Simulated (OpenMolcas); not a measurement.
# CCSD/MIDI run of BH5S (SMILES [BH3-][SH2+])

Aim: the vertical singlet–triplet gap of BH5S at CCSD/MIDI, from 2 runs. 

Program for the calculation: OpenMolcas 26.06.

2 further runs of the same task are left out: 1 that didn't finish, 1 set aside as unsound or not needed.

### Step 1. Starting point

The species is BH5S (7 atoms), meant as a singlet with charge 0. As SMILES, `[BH3-][SH2+]`. The shape is that of a PBE0-D4/def2-TZVP optimisation.

Bond lengths: B1–S2 1.975 Å, B1–H3 1.207 Å, B1–H4 1.203 Å, B1–H5 1.207 Å, S2–H6 1.346 Å, S2–H7 1.346 Å. Angles: B1–S2–H6 103.7°, B1–S2–H7 103.7°, S2–B1–H3 100.3°, S2–B1–H4 107.0°, S2–B1–H5 100.3°, H6–S2–H7 92.5°, H3–B1–H4 116.2°, H3–B1–H5 113.7°, H4–B1–H5 116.2°.

### Step 2. A single-point energy at CCSD/MIDI

Input file job.inp:

```
&GATEWAY
  BASLIB=$CurrDir
  BASISSET
  B.MIDI....
  B1 -0.525600 -0.461500 -0.504300 angstrom
  End of Basis
  BASISSET
  S.MIDI....
  S2 0.568600 0.977600 0.290900 angstrom
  End of Basis
  BASISSET
  H.MIDI....
  H3 -1.623200 0.036400 -0.431500 angstrom
  H4 -0.344400 -1.447600 0.159700 angstrom
  H5 -0.075400 -0.482100 -1.624500 angstrom
  H6 0.286000 0.903800 1.604900 angstrom
  H7 1.775400 0.405500 0.458900 angstrom
  End of Basis

&SEWARD

&SCF
  PRORBITALS=1 1

&RASSCF
  FILEORB=$Project.ScfOrb
  SPIN=1
  NACTEL=0 0 0
  INACTIVE=13
  RAS2=0
  OUTORBITALS=Canonical
  ORBLISTING=NoCore

&MOTRA
  JOBIPH
  FROZEN=6

&CCSDT
  CCSD
  ITERATIONS=50
  EXTRAPOLATION=5 4
```

The basis set MIDI is read from a file made from the Basis Set Exchange's data (not shown).

On the command line:

```sh
$ export MOLCAS_MEM=1860
$ pymolcas job.inp > job.log
```

Standard output:

```text
--- Start Module: gateway ---
[...]
--- Stop Module: gateway /rc=_RC_ALL_IS_WELL_ ---
[...]
      Basis functions           32
[...]
       Convergence after   9 Iterations
[...]
::    Total SCF energy                               -422.9384792832
[...]
      Total spin, S                                     0.0000000000
[...]
      Number of active orbitals                  0
[...]
      Spin quantum number                      0.0
[...]
      Active orbitals                            0
[...]
      Number of CSFs                             1
[...]
      Number of root(s) required                 1
[...]
      Convergence after  4 iterations
[...]
      Natural orbitals and occupation numbers for root  1
      ************************************************************************************************************************
      *                                                    Final results                                                     *
      ************************************************************************************************************************
[...]
::    RASSCF root number  1 Total energy:   -422.93847928
[...]
      Total electronic charge=   26.000000
      Total            charge=   -0.000000
[...]
      Dipole Moment (debye):
      Origin of the operator (angstrom)=    0.2585    0.5328    0.0816
                   X=  2.9158E+00               Y=  1.3447E+00               Z=  3.2020E+00           Total=  4.5346E+00
      Quadrupole Moment (debye*angstrom):
[...]
--- Start Module: motra ---
[...]
      *** WARNING: Default frozen orbitals is overwritten by user input.
      *** Default values:   6
[...]
--- Stop Module: motra /rc=_RC_ALL_IS_WELL_ ---
--- Start Module: ccsdt ---
[...]
      Convergence after                    13  Iterations
      Total energy (diff) :    -423.08286264      -0.00000005
[...]
--- Stop Module: ccsdt /rc=_RC_ALL_IS_WELL_ ---
[...]
```

Run time: 2 s. Hardware: 1 thread of Arm Neoverse V2, shared host; peak memory 0.37 GiB.

### Step 3. The triplet

Input file job.input:

```
* BH5S CCSD
&gateway
baslib=$CurrDir
basisset
B.MIDI....
B1 -0.525600 -0.461500 -0.504300 angstrom
End of Basis
basisset
S.MIDI....
S2 0.568600 0.977600 0.290900 angstrom
End of Basis
basisset
H.MIDI....
H3 -1.623200 0.036400 -0.431500 angstrom
H4 -0.344400 -1.447600 0.159700 angstrom
H5 -0.075400 -0.482100 -1.624500 angstrom
H6 0.286000 0.903800 1.604900 angstrom
H7 1.775400 0.405500 0.458900 angstrom
End of Basis
&seward
&scf
uhf
spin=3
prorbitals=1 1
&rasscf
fileorb=$Project.UnaOrb
spin=3
nactel=2 0 0
inactive=12
ras2=2
outorbitals=Canonical
orblisting=NoCore
&motra
jobiph
frozen=6
&ccsdt
ccsd
iterations=50
extrapolation=5 4
```

The basis set MIDI is read from a file made from the Basis Set Exchange's data (not shown).

On the command line:

```sh
$ export MOLCAS_MEM=1860
$ pymolcas job.input > job.log
```

Standard output:

```text
--- Start Module: gateway ---
[...]
--- Stop Module: gateway /rc=_RC_ALL_IS_WELL_ ---
[...]
      Basis functions           32
[...]
       Convergence after  27 Iterations
[...]
::    Total SCF energy                               -422.6438700073
[...]
      Total spin, S                                     1.0059007998
[...]
      Number of active orbitals                  2
[...]
      Spin quantum number                      1.0
[...]
      Active orbitals                            2
[...]
      Number of CSFs                             1
[...]
      Number of root(s) required                 1
[...]
      Convergence after 13 iterations
[...]
      printout of CI-coefficients larger than  0.05 for root  1
      energy=    -422.640345
      conf/sym  11     Coeff  Weight
             1  uu   1.00000 1.00000
      Natural orbitals and occupation numbers for root  1
      sym 1:   1.000000   1.000000
      ************************************************************************************************************************
      *                                                    Final results                                                     *
[...]
::    RASSCF root number  1 Total energy:   -422.64034516
[...]
      Total electronic charge=   26.000000
      Total            charge=   -0.000000
[...]
      Dipole Moment (debye):
      Origin of the operator (angstrom)=    0.2585    0.5328    0.0816
                   X=  1.0062E+00               Y=  1.9548E+00               Z=  4.5623E-01           Total=  2.2454E+00
      Quadrupole Moment (debye*angstrom):
[...]
--- Start Module: motra ---
[...]
      *** WARNING: Default frozen orbitals is overwritten by user input.
      *** Default values:   6
[...]
--- Stop Module: motra /rc=_RC_ALL_IS_WELL_ ---
--- Start Module: ccsdt ---
[...]
      Convergence after                    29  Iterations
      Total energy (diff) :    -422.78876889      -0.00000005
[...]
--- Stop Module: ccsdt /rc=_RC_ALL_IS_WELL_ ---
[...]
```

Wall time 3.3 s (1 thread of Arm Neoverse V2, shared host); peak memory 0.37 GiB.

### Step 4. Results

At CCSD/MIDI, 6 core orbitals frozen:

| quantity | value |
| --- | --- |
| singlet: total energy | -423.08286 Eh |
| singlet: dipole moment (mean-field density) | 4.53 D |
| singlet: HOMO energy (Hartree–Fock orbitals) | -11.79 eV |
| singlet: LUMO energy (Hartree–Fock orbitals) | 4.29 eV |
| singlet: HOMO–LUMO gap (Hartree–Fock orbitals) | 16.08 eV |
| singlet: correlation energy (6 core orbitals frozen) | -144.4 mEh |
| triplet: total energy | -422.78877 Eh |
| vertical energy of the triplet above the singlet | 8.003 eV |

**Reading.** At this shape the triplet lies 8.00 eV (772 kJ/mol) above the singlet. Mulliken charges (singlet) of the mean-field density run from -0.35 on S2 to +0.27 on H6; they depend strongly on the basis.
